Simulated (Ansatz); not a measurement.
Start from `CCSSCC` and change one atom or group to get `CCSS`.

Ansatz, PBE0-D4/def2-TZVP geometries, multiplicity 1. Each molecule was computed in one conformer, which needn't be the lowest.

```
                                                                                  property  `CCSSCC`
                                                       HOMO–LUMO gap (PBE/def2-TZVPP) / eV      4.45
                                            size of the dipole moment (PBE/def2-TZVPP) / D      1.99
                                                   HOMO–LUMO gap (ωB97M-V/def2-TZVPP) / eV     10.85
                                            zero-point energy (PBE0-D4/def2-TZVP) / kJ/mol     354.1
                                                      HOMO–LUMO gap (PBE0/def2-TZVPP) / eV      6.64
ideal-gas entropy at 298 K and 1 bar (rigid rotor, harmonic PBE0-D4/def2-TZVP) / J/(mol·K)       383
```

Task: Give the same properties after the change, and the shifts. (An estimate is asked.)

Result: Ansatz gave: 
```json
{"property": "HOMO–LUMO gap (PBE/def2-TZVPP) / eV", "`CCSS`": "4.23", "shift": "-0.22"}
{"property": "size of the dipole moment (PBE/def2-TZVPP) / D", "`CCSS`": "1.84", "shift": "-0.15"}
{"property": "HOMO–LUMO gap (ωB97M-V/def2-TZVPP) / eV", "`CCSS`": "10.72", "shift": "-0.13"}
{"property": "zero-point energy (PBE0-D4/def2-TZVP) / kJ/mol", "`CCSS`": "201.8", "shift": "-152.3"}
{"property": "HOMO–LUMO gap (PBE0/def2-TZVPP) / eV", "`CCSS`": "6.46", "shift": "-0.18"}
{"property": "ideal-gas entropy at 298 K and 1 bar (rigid rotor, harmonic PBE0-D4/def2-TZVP) / J/(mol·K)", "`CCSS`": "323", "shift": "-60"}
```

With PBE0 the HOMO falls by 0.27 eV and the LUMO falls by 0.45 eV, so the gap narrows by about 0.18 eV. PBE moves the HOMO by -0.23 eV and ωB97M-V by -0.29 eV. The zero-point energy changes by -152.3 kJ/mol with -18 modes. Dipoles are sizes alone; their direction can turn. Modes under 60 cm⁻¹, often nearly free rotors, make the harmonic entropy too high.
